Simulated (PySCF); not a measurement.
# C5H10O (methyl isopropyl ketone): the cost of one run

Computed with PySCF 2.14.0, with density-fitted response routines of our own, on a single molecule in the gas phase. Atoms count from 0, in the outputs and in this text.

## Step 1: The starting structure

16 atoms, charge 0, multiplicity 1; geometry from: MMFF94s. The atoms were then displaced at random by about 0.03 Å, so the start is not that level's minimum.

Bonds of the start (Å): C0–C1 1.55, C1–O2 1.23, C1–C3 1.42, C3–C4 1.62, C3–C5 1.57, C0–H6 1.04, C0–H7 1.06, C0–H8 1.18, C3–H9 1.13, C4–H10 1.04, C4–H11 1.10, C4–H12 1.03, C5–H13 1.07, C5–H14 1.09, C5–H15 1.13.

## Step 2: Geometry optimisation at PBE0-D3(BJ)/def2-SVP

What the job is given:

```
{"job": {"xc": "PBE0", "basis": "def2-SVP", "d3": "d3bj", "grid": 1, "shake": 0.03, "kind": "geom"}, "charge": 0, "multiplicity": 1}
C      2.166800     0.290540     0.310640
C      0.935750    -0.436670    -0.274950
O      1.078980    -1.274390    -1.170700
C     -0.337510    -0.091510     0.260420
C     -1.404400    -1.285740     0.019460
C     -0.978790     1.184380    -0.394570
H      3.077490    -0.049200    -0.072980
H      2.148910     0.309470     1.373250
H      2.022740     1.428230     0.047930
H     -0.352980     0.053690     1.382090
H     -1.578540    -1.470890    -0.988990
H     -2.353990    -1.055240     0.523390
H     -1.086920    -2.152160     0.473800
H     -1.073270     1.066400    -1.454930
H     -1.981250     1.381950    -0.015650
H     -0.317400     2.067200    -0.156540
```

Command:

```
$ OMP_NUM_THREADS=1 python probes_run.py task.json out
```

This one command runs all jobs of the session in turn.

**Question.** How long does this first job take on 1 thread of Arm Neoverse V2, shared host, and how much memory does it need?

About 90 s, with a peak of 0.57 GiB.
